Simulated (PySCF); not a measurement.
Structure problem from calculated spectra and properties.

Elements present: C, F, N and S. Monoisotopic mass: 100.9735 u.

* Dipole: 3.58 D [PBE0/def2-SVPD]
* UV, first state: lowest singlet excitation: 1.73 eV (718 nm, f = 0.000) [TDDFT PBE0/def2-SVPD]
* Triplet: lowest triplet excitation (Tamm–Dancoff): 1.32 eV [TDA PBE0/def2-SVPD]
* Rotational structure: rotational constants A, B, C: 5.396, 1.754, 1.324 GHz [GFN2-xTB]
* 13C NMR: chemical shifts (computed TMS as zero) by class: 325.1 (1 C), 155.2 (1 C), 111.9 (1 C) ppm [GIAO PBE0/pcSseg-1]
* NMR, other nuclei: isotropic shieldings of nuclei other than C and H, by class: -148 (1 N), 471 (1 F), -408 (1 S) ppm [GIAO PBE0/pcSseg-1]

Gas-phase values; electronic properties from PySCF, density fitting. Levels stand in brackets. Isolated species at its GFN2-xTB geometry, gas phase. NMR values are class means; diastereotopic atoms form classes of their own.

Question: Which formula fits the mass and the elements?

Answer: C3FNS (calculated 100.9735). No other formula that holds each of these elements comes within 0.0003 u with a fitting electron parity and a possible valence count.

Question: Propose a structure and show how it fits.

Answer: Numbering: `[N:1]#[C:2][C:3]([F:4])=[C:5]=[S:6]`. Its formula, C3FNS, gives 4 degrees of unsaturation: 0 rings and 4 π bonds in the structure found. 3 carbons fall into 3 classes; from least to most shielded: central carbon of cumulated double bonds [C5] (325.1 ppm), outer carbon of cumulated double bonds [C3] (155.2 ppm), nitrile carbon [C2] (111.9 ppm). The other shieldings belong to: -148 ppm, nitrile nitrogen [N1]; 471 ppm, vinyl fluorine [F4]; -408 ppm, sulfur bonded to C [S6]. S1 is mainly HOMO→LUMO (weight 1.00); the largest Löwdin shares of the orbital it empties are 0.36 on the sulfur bonded to C, 0.21 on the outer carbon of cumulated double bonds, 0.17 on the central carbon of cumulated double bonds and 0.11 on the nitrile nitrogen, of the orbital it fills 0.41 on the sulfur bonded to C, 0.37 on the central carbon of cumulated double bonds, 0.08 on the outer carbon of cumulated double bonds and 0.05 on the vinyl fluorine. The optimised geometry has point group Cs and is an asymmetric top. Structure: `N#CC(F)=C=S`. The assignments are read from this structure; whether some other isomer fits the data as well wasn't checked.
